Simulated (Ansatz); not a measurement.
# UHF/def2-TZVPPD run of NO (nitric oxide)

What is the energy change on altering one bond length of NO (nitric oxide) at UHF/def2-TZVPPD? 

Program for the calculation: Ansatz 0.2.0.

37 further runs of the same task are left out: 37 set aside as unsound or not needed.

### 1 Starting point

The species is NO (2 atoms), meant as a doublet with charge 0. As SMILES, `[N]=O`. The coordinates come from a PBE0-D4/def2-TZVP relaxation.

Bond lengths: N1–O2 1.140 Å.

### 2 The energy at UHF/def2-TZVPPD

in.yaml reads:

```yaml
crystal:
  periodic: [false, false, false]
  atoms:
    - {symbol: "N", position_ang: [-0.483620, 0.177030, -0.243990]}
    - {symbol: O, position_ang: [0.483620, -0.177030, 0.243990]}
basis:
  gaussian:
    orbitals: def2-TZVPPD.json
magnetization:
  spin_polarized: true
  initial_magnetization: 1
hamiltonian:
  xc: hf
accuracy: high
output: {orbitals: {seedname: orbitals}}
```

The basis set def2-TZVPPD is read from a file made from the Basis Set Exchange's data (not shown).

Launch:

```console
$ ansatz run in.yaml --threads 1 --pin off --max-ram 3480MiB --events-out events.jsonl --progress --plain --runs-dir runs
```

Output:

```text
Warning: RAYON_NUM_THREADS=1 ignored (pool sized by the plan → 1); use --threads N
Functional definition: HF
  name "HF"
  exchange = exact_x
  correlation = 0
1070 factors; integrals over basis functions are off by at most 3.5e-9 eV
mean field evaluation 1: about -3517.8408 eV, gradient 1.3e1 eV
mean field evaluation 2: about -3517.8427 eV, gradient 1.3e1 eV
mean field evaluation 4: about -3518.5052 eV, gradient 3.0e0 eV
mean field evaluation 8: about -3518.5483 eV, gradient 2.4e-1 eV
mean field evaluation 16: about -3516.2878 eV, gradient 1.1e1 eV
mean field evaluation 32: about -3506.4751 eV, gradient 1.4e1 eV
mean field evaluation 64: about -3518.5392 eV, gradient 6.5e-1 eV
mean field -3518.55733055 eV, -129.3045969340 hartree, gradient 2.6e-8 eV, S^2 0.779111; 1 other end points of the search recorded, 0 dependent functions left out
reference -3518.55733055 eV, -129.3045969340 hartree; 8, 7 occupied and 69, 70 virtual orbitals, 1070 factors
Total energy: -3518.55733055 eV, -129.3045969340 hartree
```

Run time: 1.5 s. Hardware: 1 thread of Arm Neoverse V1, shared host; peak memory 0.13 GiB.

### 3 The distorted shape at the same level

molecule.yaml reads:

```yaml
basis:
  gaussian:
    orbitals: def2-TZVPPD.json
crystal:
  periodic: [false, false, false]
  atoms:
    - symbol: "N"
      position_ang: [-1.257450, 0.460292, -0.634393]
    - symbol: O
      position_ang: [0.483620, -0.177030, 0.243990]
accuracy: high
output: {orbitals: {seedname: orbitals}}
magnetization:
  spin_polarized: true
  initial_magnetization: 1
hamiltonian:
  xc: hf
```

The basis set def2-TZVPPD is read from a file made from the Basis Set Exchange's data (not shown).

Launch:

```console
$ ansatz run molecule.yaml --threads 1 --pin off --max-ram 3480MiB --events-out events.jsonl --progress --plain --runs-dir runs
```

Output, shortened:

```text
Warning: RAYON_NUM_THREADS=1 ignored (pool sized by the plan → 1); use --threads N
[... 2 set-up lines as earlier in the session ...]
[...]
1034 factors; integrals over basis functions are off by at most 3.6e-9 eV
[...]
mean field -3515.97784615 eV, -129.2098026307 hartree, gradient 2.8e-8 eV, S^2 2.635627; 8 other end points of the search recorded, 0 dependent functions left out
reference -3515.97784615 eV, -129.2098026307 hartree; 8, 7 occupied and 69, 70 virtual orbitals, 1034 factors
Total energy: -3515.97784615 eV, -129.2098026307 hartree
```

It took 3.6 s on 1 thread of Arm Neoverse V1, shared host; peak memory 0.14 GiB.

### 4 Results

At UHF/def2-TZVPPD:

```
                                                         quantity          value
                                        first shape: total energy  -129.30460 Eh
                  first shape: HOMO energy (highest over α and β)      -11.51 eV
                   first shape: LUMO energy (lowest over α and β)        2.36 eV
                                                first shape: ⟨S²⟩          0.779
                                    distorted shape: total energy  -129.20980 Eh
              distorted shape: HOMO energy (highest over α and β)      -13.98 eV
               distorted shape: LUMO energy (lowest over α and β)        1.79 eV
                                            distorted shape: ⟨S²⟩          2.636
energy change with the N1–O2 bond stretched from 1.140 to 2.052 Å       2.579 eV
```

In words: With the N1–O2 bond stretched from 1.140 to 2.052 Å the energy rises by 2.58 eV (59 kcal/mol). The first shape isn't relaxed at this level, so the change isn't measured from a minimum. ⟨S²⟩ (distorted shape) is 2.64 where a pure doublet has 0.75: the reference is spin-contaminated.
